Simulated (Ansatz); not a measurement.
fcc Pt, treated with PBE+SOC (Ansatz, an electronic-structure program, plane waves, PAW).

Settings: plane-wave cutoff 520 eV, 20×20×20 k mesh, Fermi–Dirac smearing 0.1 eV, perturbation theory, PAW data made under PBE.

Computed at the level's own relaxed cell.

Harmonic phonon frequencies (cm⁻¹; i marks an imaginary mode):

| q point | frequencies |
|---|---|
| X | 119 119 176 |
| L | 88 88 182 |
| W | 104 143 143 |

No imaginary mode appears at these points.
